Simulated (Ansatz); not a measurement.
# HSiP, singlet: the ladder up to full CI

Geometry: a point of a stretch scan, not a stationary point.

```yaml
atoms:
  - { symbol: Si, position_ang: [0.0000, 0.0000, 0.0441] }
  - { symbol: P, position_ang: [0.0000, 0.0000, -1.9003] }
  - { symbol: H, position_ang: [0.0000, 0.0000, 1.8561] }
```

Basis 6-31G; Ansatz 0.2.0. Correlated methods freeze the noble-gas cores, which leaves 10 electrons in 18 orbitals. Prefix R: restricted or restricted open-shell reference; prefix U: unrestricted. Active spaces: pair = (2e, 2o) about the gap; valence = (10e, 9o) chosen from the atoms' valence shells.

Full CI is exact within this basis and frozen core; it isn't the basis-set limit. The frozen core follows each run's orbitals, which can shift R against U totals by a few meV.

Unrestricted rows (U) aren't spin-pure: their determinants' ⟨S²⟩ exceeds S(S+1) by up to 0.88, so they mix in states of higher spin.

* UHF ⟨S²⟩: 0.876
* T1 diagnostic (RCCSD): 0.0218
* largest doubles amplitude (RCCSD): 0.147

```
   level  E − E(RHF) (eV)
     UHF          -0.3043
    RMP2          -3.7516
   RCCSD          -4.1285
RCCSD(T)          -4.2842
```

Task: Estimate how far full CI in 6-31G lies from RCCSD(T). The table doesn't fix it; the size of (T) and the diagnostics are the guide.

Result: Full CI in 6-31G lies 5.7 kJ/mol below RCCSD(T), which is 38 % of the (T) step (-15.0 kJ/mol). T1 is raised, a doubles amplitude is large, RHF is unstable towards spin polarisation, and the rest is a large part of (T). The miss exceeds 1 kcal/mol.

The other levels:

```csv
level,E − E(full CI) (kJ/mol),share of correlation (%),wall time
CISD,59.2,85.87,1.6 s
BCCD(T),5.5,98.69,1.6 s
RCCSDT,3.6,99.14,–
CISDTQ,5.1,98.78,8.5 s
RCCSDT(Q),0.0,100.00,4.1 s
RCCSDTQ,0.5,99.87,23 s
CASSCF (pair space),356.2,14.99,–
NEVPT2 (pair space),47.1,88.77,3.2 s
CASSCF (valence space),85.9,79.51,–
NEVPT2 (valence space),24.3,94.19,10 s
MRCISD (valence space),2.6,99.39,–
MRCISD+Q (valence space),0.5,99.88,13 s
```

The correlation energy at full CI, counted from RHF, is -4.343 eV. That run took 4.7 min on 1 thread of Intel Xeon, shared host over 18,367,552 determinants.

Times hold each run's SCF and search for its determinant on a shared host, so for small cases they say little of a method's own cost; they ran on 1 thread of Intel Xeon.

The full-CI state has the irrep A1 of C2v, in the program's axes (one component, if the state is degenerate).

Natural occupations of full CI about the gap: 1.983 1.943 1.917 1.888 1.888 0.110 0.110 0.101 0.022 0.009; effectively unpaired electrons, Σ n²(2−n)², 0.25.
